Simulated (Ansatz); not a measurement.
# MgSiH (doublet): B97M-V, PBE0 over a scan of the distance Mg2–H3, 6-31G

How well do these functionals follow the top wave-function level for MgSiH (doublet) over a scan of the distance Mg2–H3?

The runs use Ansatz 0.2.0, Gaussian basis; 6-31G, all electrons in the functionals.

Plan: B97M-V, PBE0, at 1.393 Å; 1.576 Å; 1.710 Å; 1.841 Å; 2.065 Å; 2.417 Å; 2.779 Å; 3.187 Å; 3.850 Å; 4.509 Å; 5.868 Å.

25 further runs of the same task are left out: 19 that didn't finish, 6 set aside as unsound or not needed. Runs told in other sessions of the task aren't counted.

## (1) What is computed

The geometry derives from a PBE0/def2-TZVP stationary point (not a proven minimum). One bond is set to the value named and the two fragments are kept rigid.

3 atoms, charge 0, spin multiplicity 2.

Atoms are counted from 1 here; the program's logs count them from 0.

Bond lengths: Si1–Mg2 2.611 Å, Mg2–H3 1.710 Å. Angles: Si1–Mg2–H3 180.0°.

No dispersion term is added; B97M-V holds VV10 nonlocal correlation.

The geometry shown and the zero of energy belong to the point 1.710 Å. The yardstick, FCI, and other wave-function levels (R restricted, U unrestricted, valence and pair active spaces) come from earlier runs.

## (2) B97M-V, 1.393 Å

The input, in.yaml:

```yaml
crystal:
  periodic: [false, false, false]
  atoms:
    - {symbol: Si, position_ang: [0.000000, 0.000000, 2.204730]}
    - {symbol: Mg, position_ang: [0.000000, 0.000000, -0.405865]}
    - {symbol: H, position_ang: [0.000000, 0.000000, -1.798865]}
basis:
  gaussian: {orbitals: 6-31G}
magnetization: {spin_polarized: true, initial_magnetization: 1}
hamiltonian: {xc: {name: B97M-V}}
```

Command:

```sh
> ansatz run in.yaml --threads 1 --pin off --events-out ev --progress --plain --max-ram 2393MiB
```

After this run come: B97M-V, 1.576 Å; B97M-V, 1.710 Å; B97M-V, 1.841 Å; B97M-V, 2.065 Å; B97M-V, 2.417 Å; B97M-V, 2.779 Å; B97M-V, 3.187 Å; B97M-V, 3.850 Å; B97M-V, 4.509 Å; B97M-V, 5.868 Å; PBE0, 1.393 Å; PBE0, 1.576 Å; PBE0, 1.710 Å; PBE0, 1.841 Å; PBE0, 2.065 Å; PBE0, 2.417 Å; PBE0, 2.779 Å; PBE0, 3.187 Å; PBE0, 3.850 Å; PBE0, 4.509 Å; PBE0, 5.868 Å.

**Question.** What will the summary of the whole plan be? Wanted: span of the FCI curve; largest miss, B97M-V; largest miss, PBE0.

**Answer**, as computed:

```
             quantity                   value
span of the FCI curve            144.6 kJ/mol
 largest miss, B97M-V  +88.4 kJ/mol (5.868 Å)
   largest miss, PBE0  +54.2 kJ/mol (5.868 Å)
```

In words: Of the functionals, PBE0 keep the smallest largest miss at the points compared (at most 54.2 kJ/mol) and B97M-V strays most (88.4 kJ/mol, at 5.868 Å). B97M-V, PBE0 clearly break the spin symmetry at some points (⟨S²⟩ up to 1.21 above the pure value), so energy there is bought with a mixed spin. Functionals and the yardstick converge differently with the basis, so part of each miss in 6-31G is the basis.
